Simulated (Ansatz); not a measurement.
# Cost against result

The pair of SiH4 (SMILES [SiH4], atoms 1–5) and SiH4O (SMILES [SiH3]O, atoms 6–11), both closed shells, in one local arrangement (a lower one may exist), relaxed at PBE0-D4/def2-TZVP:

```json
{"atom": "Si1", "x (Å)": "-0.2459", "y (Å)": "0.0096", "z (Å)": "-2.3027"}
{"atom": "H2", "x (Å)": "-1.1010", "y (Å)": "-0.0772", "z (Å)": "-3.5137"}
{"atom": "H3", "x (Å)": "0.0659", "y (Å)": "1.4311", "z (Å)": "-2.0130"}
{"atom": "H4", "x (Å)": "1.0114", "y (Å)": "-0.7466", "z (Å)": "-2.5246"}
{"atom": "H5", "x (Å)": "-0.9790", "y (Å)": "-0.5801", "z (Å)": "-1.1511"}
{"atom": "Si6", "x (Å)": "0.1581", "y (Å)": "-0.0493", "z (Å)": "1.5267"}
{"atom": "O7", "x (Å)": "0.8814", "y (Å)": "0.2039", "z (Å)": "2.9857"}
{"atom": "H8", "x (Å)": "-0.8902", "y (Å)": "0.9704", "z (Å)": "1.2498"}
{"atom": "H9", "x (Å)": "1.2409", "y (Å)": "0.0555", "z (Å)": "0.5206"}
{"atom": "H10", "x (Å)": "-0.4729", "y (Å)": "-1.3953", "z (Å)": "1.4532"}
{"atom": "H11", "x (Å)": "0.3312", "y (Å)": "0.1779", "z (Å)": "3.7690"}
```

Interaction energies are counterpoise-corrected; the time is that of the whole pair.

Ansatz 0.2.0; basis: as named in each row; cores frozen in the correlated methods. B3LYP uses VWN-RPA correlation. Extrapolation: Hartree–Fock as exp(−7.88 √X), correlation as X^−2.97.

Times are rough, for one single point on 4 threads of a shared host (Arm Neoverse N1).

The estimate by CCSD(T) at an estimated basis limit (MP2 extrapolated from triple and quadruple zeta, plus CCSD(T) − MP2 in triple zeta) is -5.2 kJ/mol.

```json
{"method": "HF", "basis": "STO-3G", "time (s)": "under 1", "interaction energy (kJ/mol)": "9.0", "method less estimate": "14.2"}
{"method": "PBE-D4", "basis": "STO-3G", "time (s)": "under 1", "interaction energy (kJ/mol)": "0.4", "method less estimate": "5.6"}
{"method": "SPW92", "basis": "def2-SVP", "time (s)": "under 1", "interaction energy (kJ/mol)": "-10.8", "method less estimate": "-5.6"}
{"method": "PBE-D4", "basis": "def2-SVP", "time (s)": "under 1", "interaction energy (kJ/mol)": "-6.2", "method less estimate": "-1.0"}
{"method": "B3LYP-D4", "basis": "6-31G", "time (s)": "under 1", "interaction energy (kJ/mol)": "-2.8", "method less estimate": "2.4"}
{"method": "PBE0-D4", "basis": "def2-SVP", "time (s)": "1", "interaction energy (kJ/mol)": "-5.6", "method less estimate": "-0.4"}
{"method": "CCSD(T)", "basis": "def2-SVP", "time (s)": "2", "interaction energy (kJ/mol)": "1.0", "method less estimate": "6.2"}
{"method": "PBE-D4", "basis": "def2-TZVPPD", "time (s)": "3", "interaction energy (kJ/mol)": "-6.9", "method less estimate": "-1.7"}
{"method": "revPBE-D4", "basis": "def2-TZVPPD", "time (s)": "3", "interaction energy (kJ/mol)": "-5.6", "method less estimate": "-0.4"}
{"method": "BLYP-D4", "basis": "def2-TZVPPD", "time (s)": "4", "interaction energy (kJ/mol)": "-4.8", "method less estimate": "0.4"}
{"method": "wB97M-V", "basis": "def2-SVP", "time (s)": "4", "interaction energy (kJ/mol)": "-4.5", "method less estimate": "0.7"}
{"method": "PBE0-D4", "basis": "def2-TZVPPD", "time (s)": "4", "interaction energy (kJ/mol)": "-6.3", "method less estimate": "-1.1"}
{"method": "B3LYP-D4", "basis": "def2-TZVPPD", "time (s)": "4", "interaction energy (kJ/mol)": "-5.3", "method less estimate": "-0.1"}
{"method": "HSE06-D4", "basis": "def2-TZVPPD", "time (s)": "5", "interaction energy (kJ/mol)": "-6.2", "method less estimate": "-1.0"}
{"method": "r2SCAN-D4", "basis": "def2-TZVPPD", "time (s)": "6", "interaction energy (kJ/mol)": "-5.0", "method less estimate": "0.2"}
{"method": "B2PLYP", "basis": "def2-TZVPPD", "time (s)": "8", "interaction energy (kJ/mol)": "0.2", "method less estimate": "5.4"}
{"method": "wB97X-V", "basis": "def2-TZVPPD", "time (s)": "11", "interaction energy (kJ/mol)": "-5.2", "method less estimate": "0.0"}
{"method": "B97M-V", "basis": "def2-TZVPPD", "time (s)": "13", "interaction energy (kJ/mol)": "-5.2", "method less estimate": "0.0"}
{"method": "wB97M-V", "basis": "def2-TZVPPD", "time (s)": "13", "interaction energy (kJ/mol)": "-5.8", "method less estimate": "-0.6"}
{"method": "MP2", "basis": "def2-QZVPPD", "time (s)": "27", "interaction energy (kJ/mol)": "-4.3", "method less estimate": "0.9"}
{"method": "CCSD(T)", "basis": "def2-TZVPPD", "time (s)": "150", "interaction energy (kJ/mol)": "-4.0", "method less estimate": "1.2"}
```

T1 diagnostic: at most 0.012.
